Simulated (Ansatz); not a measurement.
Relaxation of Al₂H₄S (7 atoms, charge 0, multiplicity 1), to a largest force component of 0.015 eV/Å in at most 40 steps.

Computed with RKS B3LYP-D4/def2-SVP (Ansatz).

```xyz
7
Properties=species:S:1:pos:R:3
Al -1.805 0.480 -1.033
S -0.204 -0.224 0.250
Al 1.801 -0.484 1.036
H -2.201 -0.332 -2.273
H -2.580 1.750 -0.653
H 2.709 -1.578 0.458
H 2.326 0.465 2.122
```

Question: Where does it end, and by what steps?

Answer: The run converged. The force dipped under the threshold on the way, but the program's further checks kept it going. After 18 steps the energy has fallen by 0.624 eV; H4 moved furthest, 1.43 Å.

| step | energy less start (eV) | largest force component (eV/Å) | accepted |
| --- | --- | --- | --- |
| 0 | 0.0000 | 0.560 | yes |
| 1 | -0.0819 | 0.154 | yes |
| 2 | -0.1158 | 0.128 | yes |
| 3 | -0.1626 | 0.104 | yes |
| 4 | -0.2102 | 0.156 | yes |
| 5 | -0.2597 | 0.194 | yes |
| 6 | -0.2819 | 0.224 | yes |
| 7 | -0.3017 | 0.414 | yes |
| 8 | -0.3784 | 0.214 | yes |
| 9 | -0.4518 | 0.304 | yes |
| 10 | -0.5046 | 0.370 | yes |
| 11 | -0.5700 | 0.152 | yes |
| 12 | -0.6073 | 0.078 | yes |
| 13 | -0.6206 | 0.050 | yes |
| 14 | -0.6238 | 0.014 | yes |
| 15 | -0.6238 | 0.044 | no |
| 16 | -0.6242 | 0.019 | yes |
| 17 | -0.6235 | 0.051 | no |
| 18 | -0.6243 | 0.001 | yes |

```xyz
7
Properties=species:S:1:pos:R:3
Al -1.482 0.431 -0.804
S -0.451 0.706 1.118
Al 1.458 -0.353 0.868
H -0.806 -0.403 -1.964
H -2.903 1.107 -0.930
H 1.802 -1.075 -0.495
H 2.428 -0.336 2.114
```

Whether the end is a true minimum wasn't checked by a vibrational analysis.

Time of the run: 50 s on 1 thread of Arm Neoverse V1, with other jobs on the host, peak memory 0.14 GiB.
